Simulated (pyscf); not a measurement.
Elementary routes open to H₃C–Al(CH₃)–Cl (SMILES [CH3][Al]([CH3])[Cl]) + H• (SMILES [H]) in the gas phase (doublet surface):
A. CH₄ (SMILES C) + [H₃C–Al–Cl]• (SMILES [CH3][Al][Cl]) (Al–C broken; C–H formed)
B. •H₂C–Al(CH₃)–Cl (SMILES [CH2][Al]([CH3])[Cl]) + H₂ (SMILES [H][H]) (C–H broken; H–H formed)

Optimised with ωB97X-D3(BJ)/def2-SVP in PySCF.

Rank the routes by free-energy barrier at 900 K, lowest first, for ωB97M-D3(BJ)/def2-TZVP energies (ideal gas, 1 atm, RRHO with modes under 100 cm⁻¹ raised to 100, one conformer, R ln 2 for chiral ones without a mode under 150 cm⁻¹).

B (122.1 kJ/mol), A (190.0 kJ/mol)

Route B is the fastest of these, ahead of the next by 67.9 kJ/mol. The most stable products are those of A (ΔG = -99.7 kJ/mol), whose barrier is 67.9 kJ/mol higher: the kinetic and the thermodynamic product differ. At 298 K B is still the fastest. Only these routes are compared; each barrier is that of the saddle found, and lower ones may exist.
